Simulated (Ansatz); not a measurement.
System: rock-salt EuN. Method: BLYP (PAW; Ansatz, an electronic-structure program).

Numerical settings: plane-wave cutoff 520 eV, 12×12×12 k mesh, Fermi–Dirac smearing 0.01 eV, spin-polarised with parallel moments, scalar-relativistic PAW data made under PBE.

A third-order Birch–Murnaghan fit to the energies gives V0 = 16.760 Å³/atom, B0 = 108 GPa, B′ = 4.7.

```tsv
V (Å³/atom)	P (GPa)
15.754	[?]
16.090	[?]
16.425	2.29
16.760	0.00
17.095	-2.05
17.430	[?]
17.766	[?]
```

Problem. Estimate the withheld pressures from this fit; the answers are the runs' own values.

Solution. 
- 15.754, P (GPa): 7.74
- 16.090, P (GPa): 4.86
- 17.430, P (GPa): -3.88
- 17.766, P (GPa): -5.51

The formula P = (3/2) B0 (x^(7/3) − x^(5/3)) [1 + (3/4)(B′ − 4)(x^(2/3) − 1)] with x = V0/V meets the computed pressures within 0.02 GPa when these rounded values are put in.

Note: the magnetic order was assumed, not searched for or taken from measurement; the 4f shell is treated without U or exact exchange, so its levels and filling can be wrong; the volume lies 6 % above that of the published cell.

Spin–orbit coupling is not included; it can open a gap where bands touch, and shift volumes and moduli.

Computed values are for the static lattice.

The result took roughly 2.6 core-minutes.
